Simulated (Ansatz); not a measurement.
Born–Oppenheimer molecular dynamics of CH$_{3}$SSi (6 atoms, charge 0, multiplicity 2). It goes on from the last frame of an earlier run, with new velocities.

Computed with UKS PBE/def2-SVP in Ansatz 0.2.0.

- ensemble: NVE (Milne-controlled integrator)
- time step: 2.5 fs
- steps asked: 120
- starting velocities drawn for: 100 K
- seed: 907262

First frame:

```xyz
6
Properties=species:S:1:pos:R:3
Si -0.489 -0.071 -0.812
C 0.716 -0.066 0.749
S 0.438 1.135 1.911
H -0.188 -0.507 -2.253
H -1.100 1.349 -0.866
H 1.548 -0.755 0.812
```

Q: How far do the bonds stretch over the last three quarters of this one trajectory? (Pairs bonded in most of those frames.)

A: 
| bond | mean (Å) | spread (Å) | shortest | longest |
| --- | --- | --- | --- | --- |
| Si1–C2 | 1.822 | 0.045 | 1.72 | 1.91 |
| Si1–H4 | 1.509 | 0.021 | 1.47 | 1.55 |
| Si1–H5 | 1.502 | 0.026 | 1.46 | 1.55 |
| C2–S3 | 1.669 | 0.026 | 1.60 | 1.71 |
| C2–H6 | 1.117 | 0.012 | 1.10 | 1.14 |

Mean temperature of the second half: 368 K. The conserved energy stayed within 3.7 meV per atom of its start (net change -2.1 meV per atom), so the integration is sound. The system heated up, since it started high on the potential surface and ran downhill. A step of 2.5 fs is long for free X–H stretches (periods near 10 fs) and can bias their spread and the temperature. A run of 0.3 ps of so small a system gives no equilibrium averages.

Time of the run: 4.8 min on 1 CPU thread of a shared host.
